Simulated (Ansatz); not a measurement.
`C#CC(C)F`. Charge 0, multiplicity 1. The structure was optimised at the PBE0-D4/def2-TZVP level.

```xyz
10

C    -2.281   -0.202    0.062
C    -1.149    0.146   -0.128
C     0.233    0.561   -0.325
C     1.223   -0.379    0.326
F     0.506    0.631   -1.686
H    -3.288   -0.509    0.221
H     0.358    1.577    0.067
H     2.239   -0.027    0.141
H     1.050   -0.415    1.403
H     1.109   -1.384   -0.081
```

What is the dipole moment at B3LYP/def2-TZVPP? (Estimate.)

The calculation gave: 1.87 D, with components (0.00, -0.23, 1.85) D in this frame, pointing from negative to positive charge.

And with PBE, r2SCAN, ωB97M-V? (Best estimate.)

Ansatz gave: PBE 1.75 D, r2SCAN 1.83 D, ωB97M-V 1.86 D.

Give the Mulliken charges with B3LYP, ωB97M-V, PBE in def2-TZVPP. (Best estimate.)

The calculation gave: 
```
atom  B3LYP  ωB97M-V    PBE
  C1   0.14     0.06   0.13
  C2  -0.41    -0.32  -0.33
  C3   0.11     0.09   0.06
  C4  -0.22    -0.28  -0.22
  F5  -0.24    -0.22  -0.19
  H6   0.26     0.24   0.21
  H7   0.08     0.10   0.07
  H8   0.09     0.11   0.09
  H9   0.09     0.11   0.09
 H10   0.10     0.12   0.10
```

B3LYP here is the variant with VWN-RPA as its local correlation; programs differ in this.
